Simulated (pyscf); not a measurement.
`[CH3][B]([CH3])[CH3]` + `[H]` [doublet] → `[CH2][B]([CH3])[CH3]` [doublet] + `[H][H]`, a hydrogen abstraction (doublet surface; C–H broken, H–H formed). PySCF, gas phase, ωB97X-D3(BJ)/def2-SVP geometries. Energies in kcal/mol from the separated reactants.

Small-basis levels: PySCF, no dispersion term, spherical d functions. Open shells are spin-unrestricted. 

Q: In single points HF/3-21G puts the saddle at 19.1 kcal/mol and the reaction energy at -5.5 kcal/mol. Should these be trusted to within a few kcal/mol? Compare with ωB97M-D3(BJ)/def2-TZVP.

A: ωB97M-D3(BJ)/def2-TZVP gives ΔE‡ = 8.0 kcal/mol and ΔE = -6.2 kcal/mol. HF/3-21G lies 11.1 kcal/mol over it in the barrier and 0.8 kcal/mol over it in the reaction energy, so on this step it does not hold to within 3.0 kcal/mol. ωB97M-D3(BJ)/def2-TZVP has limits of its own. One saddle was located; it need not be the lowest between these sides. The angle at the transferred H is 172°.
